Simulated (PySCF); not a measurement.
Gas-phase reaction: 3 AlClF2 ⇌ Al2F6 + AlCl2 + Cl

Computed with PySCF and rigid-rotor harmonic-oscillator thermochemistry at 1 bar. 'Table' is the NASA 1993 thermochemical table (part measured, part estimated). After a fit of one offset per element over all species, the range-separated, M06-2X, PBE0/def2-QZVP and CCSD(T)/def2-TZVPP enthalpies, where run, lie to one side of the table for Al2F6 (+36 kJ/mol), AlCl2 (+44 kJ/mol): a fault of the table's entry, another state or a shared error of the levels is possible; this was not checked at source. S°(298 K) at PBE0/def2-TZVP differs from the NASA 1993 table for Al2F6 (+7 J/mol/K); whether the harmonic model or the table's entry is off was not settled. † marks an energy on the PBE0/def2-TZVP geometry and frequencies. CCSD(T) freezes the core. Open shells (unrestricted): AlCl2 (multiplicity 2), Cl (multiplicity 2, electronic degeneracy 6); the rest are closed-shell singlets. Spin-orbit splitting is ignored; it lowers the true energy and changes the entropy of Cl. For this reaction the table lies outside the span of B3LYP, M06-2X, MP2, PBE0, r2SCAN, ωB97M-V, ωB97X-V in their largest bases here; which side is off was not settled. CCSD(T) isn't extrapolated to the basis-set limit. The harmonic model lacks anharmonicity and excited electronic states, which grow with temperature; levels with a mode under 35 cm⁻¹ are left out. Soft modes under 120 cm⁻¹ make the harmonic entropy rough for Al2F6. The table's entry may be an old estimate for AlClF2, Al2F6, AlCl2 (not checked at source).

| level | ΔH°(298 K), kJ | minus table | ΔG°(1200 K), kJ |
|---|---|---|---|
| table | 204.8 | - | 257.0 |
| CCSD(T)/def2-SVP† | 213.1 | 8.3 | 256.0 |
| HF/def2-TZVP† | 185.8 | -19.0 | 228.7 |
| M06-2X/def2-TZVP† | 257.2 | 52.4 | 300.1 |
| PBE0/def2-QZVP† | 276.4 | 71.6 | 319.3 |
| LDA/def2-TZVP† | 300.7 | 95.9 | 343.6 |
| ωB97M-V/def2-TZVP† | 291.0 | 86.2 | 333.9 |
